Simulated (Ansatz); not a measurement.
Abridged output of a molecular run in Ansatz:

```
Functional definition: HF
1152 factors; integrals over basis functions are off by at most 1.5e-3 eV
mean field evaluation 1: about -7193.1689 eV, gradient 4.4e1 eV
mean field evaluation 2: about -7193.5465 eV, gradient 4.4e1 eV
mean field evaluation 4: about -7197.5840 eV, gradient 5.4e0 eV
mean field evaluation 8: about -7197.6840 eV, gradient 5.9e-1 eV
mean field evaluation 16: about -7197.6864 eV, gradient 1.4e-6 eV
mean field -7197.68641245 eV, -264.5100968904 hartree, gradient 1.4e-6 eV, S^2 0.000000; 0 other end points of the search recorded, 0 dependent functions left out
5 core orbitals not correlated: weight in the atoms' cores, before any rotation towards them, 1.000 or more for the frozen orbitals, at most 0.000 for the correlated occupied ones
reference -7197.68641245 eV, -264.5100968904 hartree; 13, 13 occupied and 165, 165 virtual orbitals, 1152 factors
second order -24.74943967 eV of doubles, -0.00000000 eV of singles
cycle   1  -24.09334610 eV  change    6.6e-1 eV  update   1.3e-1
cycle   2  -24.79670262 eV  change   -7.0e-1 eV  update   4.0e-2
cycle   3  -24.96526419 eV  change   -1.7e-1 eV  update   2.0e-2
cycle   4  -24.94839432 eV  change    1.7e-2 eV  update   5.2e-3
cycle   5  -24.94889849 eV  change   -5.0e-4 eV  update   2.3e-3
cycle   6  -24.95064145 eV  change   -1.7e-3 eV  update   6.4e-4
cycle   7  -24.95051780 eV  change    1.2e-4 eV  update   3.3e-4
cycle   8  -24.95032477 eV  change    1.9e-4 eV  update   1.2e-4
cycle   9  -24.95035663 eV  change   -3.2e-5 eV  update   5.7e-5
cycle  10  -24.95035072 eV  change    5.9e-6 eV  update   1.6e-5
perturbative correction -1.19084919 eV, -0.0437629006 hartree
Total energy: -7223.82761236 eV, -265.4707682681 hartree
```

Its atoms:

```xyz
7

C    -0.4495   -1.5513   -1.0524
C     0.1488   -0.7579   -0.3891
O     0.8682    0.0625    0.3312
C     0.2649    1.2124    0.7932
O    -0.8567    1.5201    0.5904
H    -0.9926   -2.2496   -1.6419
H     1.0169    1.7637    1.3686
```

Q: Which basis set was used?
A. def2-QZVPP
B. def2-SVP
C. cc-pV(Q+d)Z
D. def2-TZVPP

A: D. It gives 183 functions.

Q: Write the keys of the input that set method, charge and spin (a neutral closed shell needs none for the last two).

A: 
```yaml
correlation: {method: ccsd_t}
```
